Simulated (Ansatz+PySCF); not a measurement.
The numbers below are computed, except where a source is named.
## PySCF 2.14.0 run

```python
from pyscf import gto, scf, mp

mol = gto.M(atom="""
Li 0.000000 0.000000 -0.918760
H 0.000000 0.000000 2.756280
""", basis='6-31g', charge=0, spin=0)
mf = scf.UHF(mol)
mf.kernel()
pt = mp.MP2(mf, frozen=None).run()
print(mf.e_tot, pt.e_corr, pt.e_tot)
```

The script is written out from the run's settings.

Output:

- Converged: yes
- Reference energy: -7.87238 hartree
- Correlation energy: -0.02638 hartree
- Total energy: -7.89876 hartree

This is not the lowest solution: another run reaches a determinant 1.59 eV lower. Caution: large amplitudes, a single reference is doubtful.
